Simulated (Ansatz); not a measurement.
# UCCSDT(Q)/3-21G run of PH2 (SMILES [PH2])

What is the energy change on altering one bond length of PH2 at UCCSDT(Q)/3-21G? 

The results are computed with Ansatz 0.2.0.

46 further runs of the same task are left out: 46 set aside as unsound or not needed.

## 1. Starting point

PH2 has 3 atoms, charge 0, and is taken as a doublet. SMILES: `[PH2]`. The shape is that of a GFN2-xTB optimisation.

Bond lengths: P1–H2 1.392 Å, P1–H3 1.392 Å. Angles: H2–P1–H3 91.4°.

## 2. The energy at UCCSDT(Q)/3-21G

Input file molecule.yaml:

```yaml
crystal:
  periodic: [false, false, false]
  atoms:
    - {symbol: P, position_ang: [0.514470, -0.302750, 0.252680]}
    - {symbol: H, position_ang: [0.111510, 1.027360, 0.172420]}
    - {symbol: H, position_ang: [-0.625980, -0.724620, -0.425100]}
basis:
  gaussian:
    orbitals: 3-21G.json
magnetization:
  spin_polarized: true
  initial_magnetization: 1
correlation:
  method: ccsdt_q
  frozen_orbitals: {H: 0, P: 5}
accuracy: high
scf:
  omitted_lower_state_checks: [cluster_reference, increment]
```

The basis set 3-21G is read from a file made from the Basis Set Exchange's data (not shown).

The run is started by

```bash
$ ansatz run molecule.yaml --threads 1 --pin off --max-ram 2610MiB --events-out events.jsonl --progress --plain --runs-dir runs
```

What it wrote, shortened:

```text
Warning: RAYON_NUM_THREADS=1 ignored (pool sized by the plan → 1); use --threads N
Functional definition: HF
  name "HF"
[...]
323 factors; integrals over basis functions are off by at most 2.1e-9 eV
[...]
mean field -9255.08301047 eV, -340.1180273143 hartree, gradient 2.5e-8 eV, S^2 0.757027; 0 other end points of the search recorded, 0 dependent functions left out
5 core orbitals not correlated: weight in the atoms' cores, before any rotation towards them, 1.000 or more for the frozen orbitals, at most 0.000 for the correlated occupied ones
reference -9255.08301047 eV, -340.1180273143 hartree; 4, 3 occupied and 8, 9 virtual orbitals, 323 factors
second order -1.31901945 eV of doubles, -0.00000000 eV of singles
cycle   1  -1.62606181 eV  change   -3.1e-1 eV  update   4.5e-2
[...]
cycle  21  -1.78940340 eV  change  -3.0e-11 eV  update  2.6e-10
perturbative correction -0.00089094 eV, -0.0000327414 hartree
Total energy: -9256.87330482 eV, -340.1838194179 hartree
Checks for a lower state left out: cluster_reference, increment
```

Wall time 1.6 s (1 thread of Arm Neoverse V1, shared host).

## 3. The distorted shape

Input file input.yaml:

```yaml
crystal:
  periodic: [false, false, false]
  atoms:
    - {symbol: P, position_ang: [0.799546, -0.197296, 0.422103]}
    - {symbol: H, position_ang: [0.396586, 1.132814, 0.341843]}
    - {symbol: H, position_ang: [-0.625980, -0.724620, -0.425100]}
basis:
  gaussian:
    orbitals: 3-21G.json
magnetization:
  spin_polarized: true
  initial_magnetization: 1
correlation:
  method: ccsdt_q
  frozen_orbitals: {H: 0, P: 5}
accuracy: high
scf:
  omitted_lower_state_checks: [cluster_reference, increment]
```

The basis set 3-21G is read from a file made from the Basis Set Exchange's data (not shown).

The run is started by

```bash
$ ansatz run input.yaml --threads 1 --pin off --max-ram 2610MiB --events-out events.jsonl --progress --plain --runs-dir runs
```

What it wrote, shortened:

```text
Warning: RAYON_NUM_THREADS=1 ignored (pool sized by the plan → 1); use --threads N
[... 2 set-up lines as earlier in the session ...]
[...]
322 factors; integrals over basis functions are off by at most 2.2e-9 eV
[...]
mean field -9254.53707990 eV, -340.0979647359 hartree, gradient 2.4e-8 eV, S^2 0.788830; 0 other end points of the search recorded, 0 dependent functions left out
5 core orbitals not correlated: weight in the atoms' cores, before any rotation towards them, 1.000 or more for the frozen orbitals, at most 0.000 for the correlated occupied ones
reference -9254.53707990 eV, -340.0979647359 hartree; 4, 3 occupied and 8, 9 virtual orbitals, 322 factors
second order -1.39653609 eV of doubles, -0.00000000 eV of singles
cycle   1  -1.74158351 eV  change   -3.5e-1 eV  update   5.7e-2
[...]
cycle  23  -1.99992261 eV  change  -4.6e-11 eV  update  8.2e-10
perturbative correction -0.00117535 eV, -0.0000431934 hartree
Total energy: -9256.53817786 eV, -340.1715037295 hartree
Checks for a lower state left out: cluster_reference, increment
```

Wall time 1.6 s (1 thread of Arm Neoverse V1, shared host).

## 4. Outcome

Level: UCCSDT(Q)/3-21G, 5 core orbitals frozen.

```
                                                         quantity          value
                                        first shape: total energy  -340.18382 Eh
         first shape: correlation energy (5 core orbitals frozen)      -65.8 mEh
                   first shape: ⟨S²⟩ of the reference determinant          0.757
                                       first shape: T1 diagnostic          0.006
                                    distorted shape: total energy  -340.17150 Eh
     distorted shape: correlation energy (5 core orbitals frozen)      -73.5 mEh
               distorted shape: ⟨S²⟩ of the reference determinant          0.789
                                   distorted shape: T1 diagnostic          0.021
energy change with the P1–H3 bond stretched from 1.392 to 1.740 Å       0.335 eV
```

What this shows: With the P1–H3 bond stretched from 1.392 to 1.740 Å the energy rises by 0.34 eV (7.7 kcal/mol). The first shape isn't relaxed at this level, so the change isn't measured from a minimum.
